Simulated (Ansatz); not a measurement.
Reaction (SMILES): OCl (OH-Cl) → [OH] (OH) + Cl atom
B3LYP-D3(BJ)/def2-TZVP geometries, fixed; electronic energies without zero-point terms.
Largest species:
```xyz
3

O      0.0220     1.1044    -0.0012
H     -0.9233     1.3146     0.0160
Cl     0.0439    -0.5970    -0.0004
```
Charge 0, spin multiplicity 1.

Basis-set convergence of the bond dissociation energy at wB97M-V with Ansatz (an electronic-structure program). All functions are spherical. The program fits the integrals of some runs and decomposes those of others, by size. Open shells are unrestricted. The functional holds VV10 correlation; no added dispersion term, no relativity. Functions are those of the species that has most. Reference: the value in pcseg-4, 59.48 kcal/mol, itself unsure by roughly 0.07 kcal/mol (its mean distance from aug-pcseg-3, aug-cc-pV(Q+d)Z, cc-pV(5+d)Z). Deviations are taken from unrounded values.

```json
[
 {"basis": "cc-pV(D+d)Z", "functions": "42"},
 {"basis": "aug-pcseg-1", "functions": "59"},
 {"basis": "aug-cc-pV(D+d)Z", "functions": "64"},
 {"basis": "cc-pV(T+d)Z", "functions": "83"},
 {"basis": "jun-cc-pV(T+d)Z", "functions": "101"},
 {"basis": "aug-pcseg-2", "functions": "119"},
 {"basis": "aug-cc-pV(T+d)Z", "functions": "124"},
 {"basis": "cc-pV(Q+d)Z", "functions": "149"},
 {"basis": "aug-cc-pV(Q+d)Z", "functions": "215"},
 {"basis": "aug-pcseg-3", "functions": "223"},
 {"basis": "cc-pV(5+d)Z", "functions": "246"}
]
```

Question: Which is the smallest set listed that can be trusted to 1 kcal/mol here, that is, within that of the reference together with its larger relatives (same family, alike in diffuse functions; a set with none to test it counts only in the reference's own line)?

Answer: The smallest set listed that lies within 1 kcal/mol of the reference with all its larger relatives (same family, alike in diffuse functions; a set with none counts only in the reference's own line) is cc-pV(T+d)Z (83 functions, 0.46 kcal/mol off). Value minus reference: cc-pV(D+d)Z -1.58, aug-pcseg-1 -4.73, aug-cc-pV(D+d)Z -2.14, cc-pV(T+d)Z 0.46, jun-cc-pV(T+d)Z -0.54, aug-pcseg-2 -0.59, aug-cc-pV(T+d)Z -0.38, cc-pV(Q+d)Z 0.25, aug-cc-pV(Q+d)Z -0.15, aug-pcseg-3 -0.02, cc-pV(5+d)Z 0.05 kcal/mol.
